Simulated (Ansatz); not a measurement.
C4H8O2, SMILES `C1COCOC1`. Charge 0, multiplicity 1.

```xyz
14

C     0.781    0.095   -0.997
C    -0.730   -0.126   -1.048
O    -1.130   -0.871    0.087
C    -0.987   -0.120    1.260
O     0.111    0.747    1.214
C     1.178    0.181    0.476
H     1.040    1.016   -1.528
H     1.316   -0.727   -1.479
H    -1.033   -0.703   -1.921
H    -1.261    0.834   -1.073
H    -1.863    0.518    1.435
H    -0.883   -0.854    2.071
H     2.042    0.826    0.634
H     1.420   -0.815    0.869
```

Problem. List the harmonic frequencies (cm⁻¹, unscaled) at PBE0-D4/def2-TZVP in Ansatz. (Estimate.)

Solution. Computed: 119, 266, 311, 473, 546, 708, 787, 900, 949, 954, 1043, 1054, 1088, 1138, 1171, 1194, 1245, 1278, 1294, 1321, 1354, 1372, 1409, 1443, 1477, 1501, 1502, 1523, 2998, 3020, 3021, 3040, 3062, 3105, 3126, 3129.

Problem. Is this a minimum?

Solution. Yes, all 36 modes are real.

Problem. Give the ideal-gas thermochemistry at 298.15 K and 1 bar (rigid rotor, harmonic oscillator; point group C2, symmetry number 2).

Solution. Zero-point energy 322.5 kJ/mol; H(298) − E = 339.2 kJ/mol; entropy 304.4 J/(mol·K), of which translation 164.7, rotation 102.6, vibration 37.1; G(298) − E = 248.5 kJ/mol.

Problem. And at 400, 500, 600, 800 and 1000 K?

Solution. 
```json
{"T (K)": "400", "H − E (kJ/mol)": "350.0", "S (J/mol/K)": "335.3", "G − E (kJ/mol)": "215.9"}
{"T (K)": "500", "H − E (kJ/mol)": "363.7", "S (J/mol/K)": "365.6", "G − E (kJ/mol)": "180.8"}
{"T (K)": "600", "H − E (kJ/mol)": "380.0", "S (J/mol/K)": "395.3", "G − E (kJ/mol)": "142.8"}
{"T (K)": "800", "H − E (kJ/mol)": "418.9", "S (J/mol/K)": "451.1", "G − E (kJ/mol)": "58.1"}
{"T (K)": "1000", "H − E (kJ/mol)": "464.2", "S (J/mol/K)": "501.5", "G − E (kJ/mol)": "-37.3"}
```
